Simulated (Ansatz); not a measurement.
A nudged elastic band was laid between two geometries of H₃OSSi (6 atoms, charge 1, multiplicity 1).

These are results of RKS PBE0/def2-SVP (Ansatz), not measurements.

| Quantity | Value |
| --- | --- |
| movable images | 9 |
| climbing image | yes |
| spring | 5.0 eV/Å² |
| optimiser | quadratic models (default) |
| start path | IDPP |
| force threshold | 0.03 eV/Å |
| iteration limit | 52 |
| end points | relaxed |

Initial state:

```xyz
6
Properties=species:S:1:pos:R:3
O -1.480 -0.811 0.056
S 0.019 -1.025 -0.595
Si 0.881 0.761 -0.066
H -1.740 -1.633 0.512
H 2.215 0.990 -0.659
H 0.105 1.718 0.751
```

Final state:

```xyz
6
Properties=species:S:1:pos:R:3
O -1.092 -1.056 0.735
S 0.183 -1.131 -0.307
Si 0.756 0.840 -0.287
H -1.827 -1.575 0.362
H 2.019 1.115 -1.004
H -0.038 1.807 0.501
```

Problem. What changes between the two ends?

Solution. No bond is made or broken. The dihedral H4–O1–S2–Si3 goes from -136 to 136°. The two ends are copies of one structure, up to a mirror image or an exchange of like atoms.

Problem. Give the energies along the band, and the barrier.

Solution. The forces met the threshold. The highest image is number 5 of 0 to 10, 1.4 kJ/mol above the ends, which have the same energy within 2 meV. A vibrational analysis at the climbing image gives one clearly imaginary mode, 189i cm⁻¹: a first-order saddle point.

| image | path coordinate (Å) | energy (kJ/mol) | dihedral H4–O1–S2–Si3 (°) |
| --- | --- | --- | --- |
| 0 | 0.00 | 0.0 | -136 |
| 1 | 0.10 | 0.1 | -144 |
| 2 | 0.20 | 0.5 | -152 |
| 3 | 0.30 | 0.9 | -161 |
| 4 | 0.39 | 1.3 | -170 |
| 5 | 0.49 | 1.4 | -180 |
| 6 | 0.59 | 1.3 | 170 |
| 7 | 0.69 | 0.9 | 161 |
| 8 | 0.79 | 0.5 | 152 |
| 9 | 0.89 | 0.1 | 144 |
| 10 | 0.99 | 0.0 | 136 |

Problem. What is the geometry of the highest image?

Solution. 
```xyz
6
Properties=species:S:1:pos:R:3
O -1.314 -0.910 0.461
S 0.083 -1.049 -0.399
Si 0.822 0.849 -0.195
H -1.768 -1.771 0.438
H 2.114 1.031 -0.887
H 0.063 1.851 0.582
```

Problem. What are the harmonic wavenumbers there?

Solution. 189i, 213, 375, 547, 573, 619, 814, 855, 1197, 2300, 2367, 3767 cm⁻¹.

The run took 3.3 min on 1 thread of Intel(R) Xeon(R) Processor @ 2.50GHz (Skylake/Cascade Lake), with other jobs on the host, peak memory 0.13 GiB.
